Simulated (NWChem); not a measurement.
A series in which one site is exchanged, each optimised at PBE0/def2-SVP with NWChem, gas phase unless a solvent is named. 

A: C[O][TiH3] (CH6OTi; site = Ti)
B: CO[SiH3] (CH$_{6}$OSi; site = Si)
C: COC (C$_{2}$H$_{6}$O; site = C)

Values for A:

- dipole (D), PBE0/def2-SVP: 2.63
- orbital gap (eV), PBE0/def2-SVP: 6.18
- highest harmonic frequency (cm⁻¹), PBE0/def2-SVP: 3145
- lowest singlet excitation, PBE/def2-SVPD, TDA (eV): 3.42

Problem. How do these values change for the other members?

Solution. 
```csv
change from A,B,C
"dipole (D), PBE0/def2-SVP",-1.52,-1.38
"orbital gap (eV), PBE0/def2-SVP",+2.63,+3.04
"highest harmonic frequency (cm⁻¹), PBE0/def2-SVP",-7,+11
"lowest singlet excitation, PBE/def2-SVPD, TDA (eV)",+2.68,+2.65
```
